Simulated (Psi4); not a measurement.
# C2H4Si (Si(CCH)H3) at OMP2/def2-SVPD (density fitting for correlation)

What is the energy change on altering one bond length of C2H4Si (Si(CCH)H3) at OMP2/def2-SVPD (density fitting for correlation)? 

The calculation is run with Psi4 1.11.

4 further runs of the same task are left out: 4 that didn't finish.

### Step 1. The system as given

C2H4Si has 7 atoms, charge 0, and is taken as a singlet. As SMILES, `[H][Si]([H])([H])C#C`. Geometry: relaxed at GFN2-xTB.

Bond lengths: Si1–C2 1.848 Å, C2–C3 1.202 Å, C3–H4 1.052 Å, Si1–H5 1.465 Å, Si1–H6 1.464 Å, Si1–H7 1.465 Å. Angles: Si1–C2–C3 179.3°, C2–Si1–H5 108.0°, C2–Si1–H6 108.2°, C2–Si1–H7 108.1°, C2–C3–H4 179.9°, H5–Si1–H6 110.8°, H5–Si1–H7 110.8°, H6–Si1–H7 110.8°.

### Step 2. A single-point energy at OMP2/def2-SVPD (density fitting for correlation)

Input file c2h4si.py:

```python
import psi4

psi4.set_memory(1600000000)
psi4.set_num_threads(1)
psi4.core.set_output_file('psi4.out', False)

molecule = psi4.geometry("""
0 1
Si    -0.00247554     0.00582036    -2.06178569
C     -0.01691305     0.00257003     1.43105180
C      0.00000000    -0.00899510     3.70267268
H      0.01181079    -0.01757445     5.69145824
H      2.63395696     0.01436192    -2.90571848
H     -1.32050282     2.27993567    -2.92760151
H     -1.30585744    -2.27613732    -2.93009595
units bohr
symmetry c1
""")

psi4.set_options({
    'basis': 'def2-SVPD',
    'reference': 'rhf',
    'puream': True,
    'e_convergence': 1e-09,
    'd_convergence': 1e-08,
    'scf_type': 'pk',
    'num_frozen_docc': 7,
})

energy_value = psi4.energy('omp2', molecule=molecule)
print('E =', round(energy_value, 9))
```

Launch:

```
$ python c2h4si.py
```

psi4.out, cut to the lines that bear on the results:

```text
[...]
  Running in c1 symmetry.
[...]
  Nuclear repulsion =   82.929912510301094
[...]
  Multiplicity = 1
[...]
  Nalpha       = 15
  Nbeta        = 15
[...]
    Number of basis functions: 96
[...]
   @RHF iter   1:  -366.72785631408254   -9.12340e-01   2.77323e-03 DIIS/ADIIS
[...]
   @RHF iter  10:  -366.78819645329338   -4.37694e-12   2.86199e-09 DIIS
[...]
    Orbital Energies [Eh]
    ---------------------
    Doubly Occupied:
       1A    -68.775147     2A    -11.246963     3A    -11.225178
       4A     -6.142844     5A     -4.253739     6A     -4.253348
       7A     -4.253344     8A     -1.016489     9A     -0.778028
      10A     -0.716097    11A     -0.554578    12A     -0.505216
      13A     -0.505180    14A     -0.405206    15A     -0.405158
[...]
  @RHF Final Energy:  -366.78819645329338
   => Energetics <=
    Nuclear Repulsion Energy =             82.9299125103010937
    One-Electron Energy =                -669.3631861532032872
    Two-Electron Energy =                 219.6450771896088554
    Total Energy =                       -366.7881964532933807
[...]
 Multipole Moments:
 ------------------------------------------------------------------------------------
     Multipole            Electronic (a.u.)      Nuclear  (a.u.)        Total (a.u.)
 ------------------------------------------------------------------------------------
 L = 1.  Multiply by 2.5417464519 to convert [e a0] to [Debye]
 Dipole X            :         -0.0139609            0.0186028            0.0046419
 Dipole Y            :          0.0009788           -0.0027185           -0.0017397
 Dipole Z            :          1.6562255           -1.5771907            0.0790348
 Magnitude           :                                                    0.0791901
[...]
	Warning: cc_lambda option is changed to TRUE
	For this residual convergence, default PCG convergence is:     1.00e-07
[...]
	DF-MP2 Total Energy (a.u.)         :  -367.15448618198508
[...]
	DF-MP2 Total Energy (a.u.)         :  -367.15959687625360
[...]
	DF-OMP2 Total Energy (a.u.)        :  -367.15959687626054
[...]
```

The script printed:

```text
E = -367.159596876
```

Wall time 11 s (1 thread of Intel Xeon 6975P-C (Granite Rapids), shared host); peak memory 0.34 GiB.

### Step 3. The distorted shape, same level

Input file input.inp:

```
memory 1600 MB

molecule geom {
  0 1
  Si    -0.419808     0.001724    -0.957087
  C     -0.427448     0.000004     0.891243
  C     -0.418498    -0.006116     2.093333
  H     -0.412248    -0.010656     3.145753
  H      1.393830     0.007600    -1.537640
  H     -1.117278     1.205134    -1.415257
  H     -1.109528    -1.205836    -1.416577
  units angstrom
  symmetry c1
}

set basis def2-SVPD
set reference rhf
set puream true
set e_convergence 1e-09
set d_convergence 1e-08
set scf_type pk
set num_frozen_docc 7

energy("omp2")
```

Launch:

```
$ psi4 -n 1 input.inp input.out
```

input.out, cut to the lines that bear on the results:

```text
[...]
  Running in c1 symmetry.
[...]
  Nuclear repulsion =   81.502679379850335
[...]
  Multiplicity = 1
[...]
  Nalpha       = 15
  Nbeta        = 15
[...]
    Number of basis functions: 96
[...]
   @RHF iter   1:  -366.68660519539782   -1.01406e+00   2.81806e-03 ADIIS/DIIS
[...]
   @RHF iter  11:  -366.75003699986809   -8.96421e-11   7.24643e-09 DIIS
[...]
    Orbital Energies [Eh]
    ---------------------
    Doubly Occupied:
       1A    -68.807358     2A    -11.253583     3A    -11.231919
       4A     -6.168756     5A     -4.279902     6A     -4.279532
       7A     -4.279003     8A     -1.022085     9A     -0.776346
      10A     -0.715567    11A     -0.556877    12A     -0.513710
      13A     -0.452995    14A     -0.410959    15A     -0.398146
[...]
  @RHF Final Energy:  -366.75003699986809
   => Energetics <=
    Nuclear Repulsion Energy =             81.5026793798503348
    One-Electron Energy =                -666.2119563098735853
    Two-Electron Energy =                 217.9592399301552064
    Total Energy =                       -366.7500369998680867
[...]
 Multipole Moments:
 ------------------------------------------------------------------------------------
     Multipole            Electronic (a.u.)      Nuclear  (a.u.)        Total (a.u.)
 ------------------------------------------------------------------------------------
 L = 1.  Multiply by 2.5417464519 to convert [e a0] to [Debye]
 Dipole X            :         -0.6444570            0.3825291           -0.2619279
 Dipole Y            :         -0.0012747           -0.0015393           -0.0028141
 Dipole Z            :          1.9186997           -1.6936851            0.2250147
 Magnitude           :                                                    0.3453198
[...]
	Warning: cc_lambda option is changed to TRUE
	For this residual convergence, default PCG convergence is:     1.00e-07
[...]
	DF-MP2 Total Energy (a.u.)         :  -367.11850959079129
[...]
	DF-MP2 Total Energy (a.u.)         :  -367.12385676350584
[...]
	DF-OMP2 Total Energy (a.u.)        :  -367.12385676350408
[...]
```

It took 13 s on 1 thread of Intel Xeon 6975P-C (Granite Rapids), shared host; peak memory 0.34 GiB.

### Step 4. Outcome

At OMP2/def2-SVPD (density fitting for correlation), 7 core orbitals frozen:

```
                                                          quantity          value
                                         first shape: total energy  -367.15960 Eh
                  first shape: HOMO energy (Hartree–Fock orbitals)      -11.02 eV
                  first shape: LUMO energy (Hartree–Fock orbitals)        2.28 eV
                first shape: HOMO–LUMO gap (Hartree–Fock orbitals)       13.31 eV
          first shape: correlation energy (7 core orbitals frozen)     -371.4 mEh
                                     distorted shape: total energy  -367.12386 Eh
              distorted shape: HOMO energy (Hartree–Fock orbitals)      -10.83 eV
              distorted shape: LUMO energy (Hartree–Fock orbitals)        2.11 eV
            distorted shape: HOMO–LUMO gap (Hartree–Fock orbitals)       12.94 eV
      distorted shape: correlation energy (7 core orbitals frozen)     -373.8 mEh
energy change with the Si1–H5 bond stretched from 1.465 to 1.904 Å       0.973 eV
```

What this shows: With the Si1–H5 bond stretched from 1.465 to 1.904 Å the energy rises by 0.97 eV (22.4 kcal/mol). The first shape isn't relaxed at this level, so the change isn't measured from a minimum.
